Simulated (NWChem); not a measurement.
Species: SiH₂, singlet; SMILES [SiH2]

```xyz
3

Si     0.0000     0.0000     0.1338
H      1.0934     0.0000    -0.9369
H     -1.0934     0.0000    -0.9369
```
Atoms are numbered in this order, from 1.

All runs: NWChem. Low-valent species are run as closed-shell singlets; no triplet was tried in these runs. STO-3G and 3-21G are far too small for this property and stand as cheap habits. Structure relaxed at the B3LYP/6-31G* (spherical d) level. Vertical excitations in the gas phase.

**Question.** What does the run give for CAM-B3LYP/3-21G, TDA? Quantities: lowest excitation, singlet (eV); oscillator strength of that lowest state; orbital gap (eV).

**Answer.** 
```yaml
lowest excitation, singlet (eV): 2.32
oscillator_strength_of_that_lowest_state: 0.040
orbital gap (eV): 5.94
```
